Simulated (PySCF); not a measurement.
C₄H₅PS.
Bonds: C1–C2 (triple), C2–P3, P3–S4 (double), P3–C5, C5–C6, P3–C6. Hydrogens: H7 on C1; H8, H9 on C5; H10, H11 on C6.

Method: PySCF 2.14.0, PBE0-D3(BJ)/def2-SVP geometry optimisation, gas phase.

(1) List the bond lengths, angles and torsions at this level.

## Answers

(1) 
```
         bond  length (Å)
        C1≡C2       1.214
        C2–P3       1.754
        P3=S4       1.932
 P3–C5, P3–C6       1.806
        C5–C6       1.536
        C1–H7       1.076
C5–H8, C6–H10       1.095
C5–H9, C6–H11       1.094
```

Bonds in one row agree within 0.01 Å and their mean is given. A selection of angles:
```
     angle  degrees
  C2–C1–H7    179.9
  C1–C2–P3    176.4
  C2–P3–S4    119.2
  C2–P3–C5    106.7
  S4–P3–C5    127.6
  C5–P3–C6     50.3
  P3–C5–C6     64.8
  P3–C5–H8    115.1
  P3–C5–H9    118.5
  C6–C5–H8    116.8
  C6–C5–H9    118.2
  H8–C5–H9    114.6
H10–C6–H11    114.5
```

Torsions: C2–P3–C5–C6 -98° (anticlinal); C2–P3–C6–C5 98° (anticlinal).

The 3-membered ring P3–C5–C6 has internal angles of 50.3° to 64.9°. P3 (phosphorus bonded to 3 C and S) has angles from 50.3° to 127.6°. The 3 C–P bonds span 1.754 Å (C2–P3, drawn single) to 1.807 Å (P3–C5, drawn single), a spread of 0.053 Å. The C–C distances run from 1.214 Å (C1≡C2, drawn triple) to 1.536 Å (C5–C6, drawn single), a spread of 0.322 Å.

Point group: Cs (every atom within 0.08 Å of its image). Stationary, but not proved a minimum.
